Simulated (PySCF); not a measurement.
P2, SMILES P#P (connectivity only; charge and spin as stated), charge -1, multiplicity 2. Atoms are numbered in the order given.

```xyz
2

P      0.0000     0.0000    -0.9942
P      0.0000     0.0000     0.9942
```
Charge -1, spin multiplicity 2.

Geometry optimised at PBE-D3(BJ)/def2-TZVPD. The spin state was assumed, not searched.

Method: PBE-D3(BJ)/def2-TZVPD run with PySCF 2.14.0.

Frequencies are harmonic and unscaled.

```
mode  ν (cm⁻¹)  IR (km/mol)  moving atoms (share of kinetic energy)
----  --------  -----------  --------------------------------------
1          663          0.0                                 P 100 %
```
